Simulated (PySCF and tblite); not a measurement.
Values are calculated unless marked as measured or tabulated.
C₅H₈, numbered as in [CH2:1]=[CH:2][CH:3]1[CH2:4][CH2:5]1.

Conformers came from 90 starts (ETKDG and KDG, MMFF94s, GFN2-xTB); geometries are PBE0-D3(BJ)/def2-SVP. Free energies are PBE0-D3(BJ)/def2-TZVP (IEF-PCM, chloroform) single points with GFN2-xTB rigid-rotor and vibrational terms (modes under about 100 cm⁻¹ blended into free rotors). Symmetry numbers and mirror images are counted. Conformers within 3 kcal/mol (GFN2-xTB free energy) were kept, 8 at most. Programs: PySCF with density fitting and tblite.

Torsions listed: C1–C2–C3–C4.

```csv
conformer,shape,symmetry
1,146°,Cs
2,-35°,Cs
```

Problem. Which of these conformers is the most populated at 298.15 K, and with what share?

Solution. Conformer 1, about 98 %.

Problem. Give the DFT energies and free energies relative to the lowest, and all weights.

Solution. 
```json
{"conformer": "1", "shape": "146°", "E(DFT) kcal/mol": "0.00", "G(298.15 K) kcal/mol": "0.00", "weight %": "97.9"}
{"conformer": "2", "shape": "-35°", "E(DFT) kcal/mol": "2.17", "G(298.15 K) kcal/mol": "2.27", "weight %": "2.1"}
```

Problem. How does its share change from 200 K to 400 K?

Solution. From 100 % to 95 %; the mixing entropy goes from 0.04 to 0.42 cal/(mol K).
